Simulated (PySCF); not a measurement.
## CO⁺, doublet in 6-31G: errors against full CI

Geometry: that of the CO, triplet, kept fixed.

```xyz
2

O     0.0000    0.0000    0.0000
C     0.0000    0.0000    1.1955
```

Basis 6-31G; PySCF 2.14.0. Only valence electrons are correlated (noble-gas cores frozen), which leaves 9 electrons in 16 orbitals. Prefix R: restricted or restricted open-shell reference; prefix U: unrestricted.

Full CI is exact within this basis and frozen core; it isn't the basis-set limit. The frozen core follows each run's orbitals, which can shift R against U totals by a few meV.

Unrestricted rows (U) aren't spin-pure: their determinants' ⟨S²⟩ exceeds S(S+1) by up to 0.62, so they mix in states of higher spin.

```
UHF ⟨S²⟩                          : 1.374
T1 diagnostic (ROHF- or RHF-based CCSD)             : 0.0451
largest doubles amplitude (ROHF- or RHF-based CCSD) : 0.122
T1 diagnostic (UCCSD)             : 0.0897
```

| level | E − E(full CI) (meV) | share of correlation (%) | wall time |
| --- | --- | --- | --- |
| RHF | 6782 | 0.00 | – |
| UHF | 5992 | 11.65 | – |
| RMP2 | 121 | 98.22 | – |
| UMP2 | 1387 | 79.55 | – |
| RCCSD | 390 | 94.25 | – |
| UCCSD | 339 | 95.00 | – |
| RCCSD(T) | 65 | 99.04 | 0.36 s |
| UCCSD(T) | 158 | 97.67 | 0.25 s |
| RCCSDT | 34 | 99.50 | 4.8 s |
| UCCSDT | 38 | 99.44 | 4.3 s |

The correlation energy at full CI, counted from RHF, is -6.782 eV. Full CI, over all symmetries tried, took 3 min on 1 thread of Arm Neoverse V1, shared host; the state has 1,989,600 determinants.

Times are those of the correlated step on a shared host, with one SCF added for the restricted CCSD run; they ran on 1 thread of Arm Neoverse V1.

The full-CI state has the irrep A1 of C2v, in the program's axes (one component, if the state is degenerate).

Natural occupations of full CI about the gap: 1.987 1.951 1.895 1.895 1.009 0.104 0.104 0.027 0.009 0.006; effectively unpaired electrons, Σ n²(2−n)², 1.17.
